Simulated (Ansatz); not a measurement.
Geometry optimisation, RKS PBE0/6-31G (Ansatz).

Input file:

```yaml
crystal:
  periodic: [false, false, false]
  atoms:
    - { symbol: O, position_ang: [-0.78144, -0.70622, -0.10967] }
    - { symbol: Si, position_ang: [0.45406, 0.18806, 0.12224] }
    - { symbol: F, position_ang: [0.37405, 1.68341, -0.31858] }
    - { symbol: H, position_ang: [-1.68931, -0.83796, -0.41518] }
    - { symbol: H, position_ang: [1.64264, -0.32729, 0.7212] }
total_charge: 1
basis:
  gaussian: { orbitals: "6-31G" }
hamiltonian:
  xc: pbe0
relax:
  f_tol: 0.02
  max_steps: 50
```

Run as:

```bash
$ ansatz run input.yaml --threads 1 --pin off --max-ram 2048MiB --backend cpu --events-out ev --progress --plain --runs-dir out
```

Q: Where does it end, and by what steps?

A: The run converged. Limits of this set-up: no polarisation functions. After 6 steps the energy has fallen by 0.238 eV; F3 moved furthest, 0.09 Å.

| step | energy less start (eV) | largest force component (eV/Å) | accepted |
| --- | --- | --- | --- |
| 0 | 0.0000 | 3.379 | yes |
| 1 | -0.1766 | 1.717 | yes |
| 2 | -0.2352 | 0.183 | yes |
| 3 | -0.2361 | 0.082 | yes |
| 4 | -0.2366 | 0.208 | yes |
| 5 | -0.2379 | 0.037 | yes |
| 6 | -0.2379 | 0.008 | yes |

```xyz
5
Properties=species:S:1:pos:R:3
O -0.815 -0.759 -0.104
Si 0.457 0.190 0.123
F 0.394 1.766 -0.334
H -1.723 -0.852 -0.427
H 1.686 -0.345 0.742
```

Whether the end is a true minimum wasn't checked by a vibrational analysis.

Time of the run: 7.7 s on 1 thread of Intel(R) Xeon(R) Processor @ 2.70GHz (shared host), peak memory 0.12 GiB.
